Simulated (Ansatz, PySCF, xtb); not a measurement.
Pair of molecules: HF (SMILES F) (first 2 atoms) with HF (SMILES F); geometry from NCB31 set.
(charge 0, multiplicity 1):
| atom | x (Å) | y (Å) | z (Å) |
|---|---|---|---|
| F | 1.3237 | -0.0902 | 0.0000 |
| H | 1.7404 | 0.7334 | 0.0000 |
| F | -1.4572 | 0.0193 | 0.0000 |
| H | -0.5393 | -0.0947 | 0.0001 |

Monomers are frozen at their geometry in the pair; levels with a basis set take the counterpoise correction.

Cores are frozen in the correlated methods. Rows in 6-31G* carry no dispersion term and start afresh at each structure (6-31G* with six Cartesian d functions). MP2/6-31G* freezes PySCF's default core.

Run with Ansatz (Gaussian basis) for Hartree–Fock, density functionals and correlated methods; PySCF for 6-31G* rows, the dispersion terms; xtb for the GFN methods. Each number belongs to the level named beside it.

```csv
level,interaction energy (kcal/mol)
GFN1-xTB,-4.26
GFN2-xTB,-4.63
B3LYP-D4/def2-TZVPPD,-4.65
PBE0-D3(BJ)/def2-TZVPPD,-4.78
B2PLYP/def2-TZVPPD,[?]
B2PLYP-D3(BJ)/def2-TZVPPD,-4.56
MP2/6-31G*,-4.85
MP2/aug-cc-pVTZ,-4.23
SCS-MP2/aug-cc-pVTZ,[?]
```

Problem. What belongs in the gaps?

Solution. 
- B2PLYP/def2-TZVPPD, interaction energy (kcal/mol): -4.40
- SCS-MP2/aug-cc-pVTZ, interaction energy (kcal/mol): -3.91

Ansatz is an electronic-structure program.
